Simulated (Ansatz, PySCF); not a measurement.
tetrafluoroethylene (C2F4), SMILES FC(F)=C(F)F. Atoms are numbered in the order given.

```xyz
6

F      0.0000     1.1018    -1.3861
C      0.0000     0.0000    -0.6670
F      0.0000    -1.1018    -1.3861
C      0.0000     0.0000     0.6670
F      0.0000    -1.1018     1.3861
F      0.0000     1.1018     1.3861
```

The structure is a stationary point at r2SCAN-D4/def2-SVP.

Two levels are set side by side: PBE-D3(BJ)/def2-SVP (Ansatz, an electronic-structure program) and r2SCAN-D4/def2-SVP (PySCF). Each level has its own optimised geometry; the coordinates shown are those of the second. Frequencies come from the Hessian of PySCF at each geometry. Differences are taken from unrounded values.

```csv
quantity,r2SCAN-D4
mean bond length (Å),1.319
bond F1–C2 (Å),1.316
bond C2–F3 (Å),1.316
bond C2–C4 (Å),1.334
bond C4–F5 (Å),1.316
bond C4–F6 (Å),1.316
highest harmonic wavenumber (cm⁻¹),1920
mean harmonic wavenumber (cm⁻¹),790
zero-point energy (kcal/mol),13.55
```

Task: What does PBE-D3(BJ) give, and how far is it from r2SCAN-D4? (Estimate from the structure and the level; the computed values follow.)

Result: 
```json
[
 {"quantity": "mean bond length (Å)", "PBE-D3(BJ)": "1.328", "PBE-D3(BJ) minus r2SCAN-D4": "0.009"},
 {"quantity": "bond F1–C2 (Å)", "PBE-D3(BJ)": "1.324", "PBE-D3(BJ) minus r2SCAN-D4": "0.009"},
 {"quantity": "bond C2–F3 (Å)", "PBE-D3(BJ)": "1.324", "PBE-D3(BJ) minus r2SCAN-D4": "0.009"},
 {"quantity": "bond C2–C4 (Å)", "PBE-D3(BJ)": "1.344", "PBE-D3(BJ) minus r2SCAN-D4": "0.010"},
 {"quantity": "bond C4–F5 (Å)", "PBE-D3(BJ)": "1.324", "PBE-D3(BJ) minus r2SCAN-D4": "0.009"},
 {"quantity": "bond C4–F6 (Å)", "PBE-D3(BJ)": "1.324", "PBE-D3(BJ) minus r2SCAN-D4": "0.009"},
 {"quantity": "highest harmonic wavenumber (cm⁻¹)", "PBE-D3(BJ)": "1859", "PBE-D3(BJ) minus r2SCAN-D4": "-61"},
 {"quantity": "mean harmonic wavenumber (cm⁻¹)", "PBE-D3(BJ)": "769", "PBE-D3(BJ) minus r2SCAN-D4": "-21"},
 {"quantity": "zero-point energy (kcal/mol)", "PBE-D3(BJ)": "13.19", "PBE-D3(BJ) minus r2SCAN-D4": "-0.36"}
]
```
